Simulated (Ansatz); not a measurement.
`C=C/C(F)=C\F` at its PBE0-D4/def2-TZVP geometry, where that method's forces vanish. The species carries charge 0 and has multiplicity 1.

```xyz
10

C     1.3194    0.6492   -1.1192
C     0.1143    0.4315   -0.5974
C    -0.1207   -0.3997    0.5562
F     0.9577   -0.9721    1.1125
C    -1.2964   -0.6570    1.1252
F    -2.4217   -0.1305    0.6391
H     2.2090    0.2017   -0.6934
H     1.4418    1.2830   -1.9879
H    -0.7724    0.8825   -1.0284
H    -1.4311   -1.2885    1.9931
```

Task: What forces (eV/Å) does r2SCAN-D4/def2-TZVPP give on these atoms in the Gaussian-basis code of Ansatz? (An estimate is asked.)

Result: The calculation gave: 
```
C1   0.277  0.056 -0.128
C2  -0.232 -0.089  0.163
C3  -0.003  0.304 -0.405
F4   0.280 -0.153  0.150
C5  -0.017 -0.243  0.327
F6  -0.260  0.134 -0.129
H7  -0.018  0.006 -0.004
H8   0.000 -0.013  0.017
H9  -0.009 -0.005  0.009
H10 -0.017  0.003  0.000
```
